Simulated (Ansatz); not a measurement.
# Litharge PbO

These are r²SCAN-D4 (PAW; Ansatz, an electronic-structure program) values and carry that method's errors.

Settings: plane-wave cutoff 500 eV, 8×8×6 k mesh (along the axes of the cell as run), gaussian smearing 0.02 eV, scalar-relativistic PAW data made under PBE.

Cell: relaxed at this level.

- equilibrium volume per atom = 20.33 Å³/atom
- lattice constant a = 3.984 Å
- c axis length = 5.122 Å
- band gap = 1.65 eV (on the SCF k mesh)

Measured, for comparison: lattice constant a 3.975 Å (room temperature, not corrected to a static lattice, our sources range from 3.964 to 3.975; as tabulated in Canepa et al. (2012), arXiv:1204.2842); lattice parameter c 5.023 Å (room temperature, not corrected to a static lattice, our sources range from 4.995 to 5.023; as tabulated in Canepa et al. (2012), arXiv:1204.2842). Computed (rounded) less measured: lattice constant a +0.2 % (+0.2 % to +0.5 % over the range), lattice parameter c +2.0 % (+2.0 % to +2.5 % over the range).

Spin–orbit coupling is not included; with these elements it can move the gap by several tenths of an eV or more.

Static lattice: no zero-point or thermal effects.

The result took very roughly 2.6 core-minutes.
